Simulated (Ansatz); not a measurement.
Other spins and charges of H$_{2}$B–O, doublet at one geometry

Geometry (PBE0/def2-TZVP stationary point for this spin, not checked as a minimum):

```json
{"atom": "B", "x (Å)": "0.0000", "y (Å)": "0.0000", "z (Å)": "0.6689"}
{"atom": "O", "x (Å)": "0.0000", "y (Å)": "0.0000", "z (Å)": "-0.6123"}
{"atom": "H", "x (Å)": "0.0000", "y (Å)": "1.0503", "z (Å)": "1.2721"}
{"atom": "H", "x (Å)": "0.0000", "y (Å)": "-1.0503", "z (Å)": "1.2721"}
```

Basis cc-pVDZ; Ansatz 0.2.0. Correlated methods freeze the noble-gas cores. Prefix R: restricted or restricted open-shell reference; prefix U: unrestricted. Active spaces: valence = (11e, 10o) chosen from the atoms' valence shells.

Gaps are energies of the second state less the first, at fixed atoms, for a selection of the levels run; each method lands on the state that its own search finds for that charge and spin.

For open shells CISD is restricted-active-space CI with the open shells as a complete middle space.

Question: PBE gives 13.235 eV for removing an electron, to the triplet. Estimate what UCCSDT(Q) gives in cc-pVDZ.

Answer: UCCSDT(Q) in cc-pVDZ gives 13.116 eV, so against it PBE is off by 0.119 eV, of which a good part can be the reference's own basis and frozen-core error.

```tsv
level	gap (eV)	error (meV)
RHF	12.243	-873
UHF	12.042	-1074
RMP2	13.205	89
UMP2	13.147	31
CISD	12.934	-182
RCCSD	13.058	-58
UCCSD	13.052	-64
RCCSD(T)	13.105	-11
UCCSD(T)	13.104	-12
BCCD(T)	13.105	-11
RCCSDT	13.110	-6
UCCSDT	13.109	-7
RCCSDT(Q)	13.115	-1
CASSCF (valence space)	12.420	-696
NEVPT2 (valence space)	12.965	-151
MRCISD (valence space)	13.050	-66
MRCISD+Q (valence space)	13.112	-4
r2SCAN	13.144	28
PBE0	13.140	24
B3LYP	13.222	106
wB97M-V	13.148	32
B2PLYP	13.119	3
RPA-PBE	13.048	-68
```

Question: PBE gives 6.686 eV for quartet less doublet. Estimate what UCCSDT(Q) gives in cc-pVDZ.

Answer: UCCSDT(Q) in cc-pVDZ gives 6.986 eV, so against it PBE is off by -0.300 eV, of which a good part can be the reference's own basis and frozen-core error.

```
                   level  gap (eV)  error (meV)
                RCCSD(T)     6.975          -11
                UCCSD(T)     6.974          -12
                 BCCD(T)     6.977           -9
                  RCCSDT     6.982           -4
               RCCSDT(Q)     6.986            0
  NEVPT2 (valence space)     7.007           21
MRCISD+Q (valence space)     6.987            1
                  r2SCAN     6.533         -453
                 RPA-PBE     6.768         -218
```

In so small a basis the reference is far from its limit while semilocal and hybrid functionals are nearer theirs (RPA and double hybrids share part of the reference's basis error), so the functionals' errors here hold much of the reference's basis and frozen-core error, which can add to them or hide them.

Full CI isn't at hand for all of this; UCCSDT(Q) serves as the reference, and is uncertain by the last step of the cluster series or more. The frozen core follows each run's orbitals, which can shift R against U totals by a few meV.
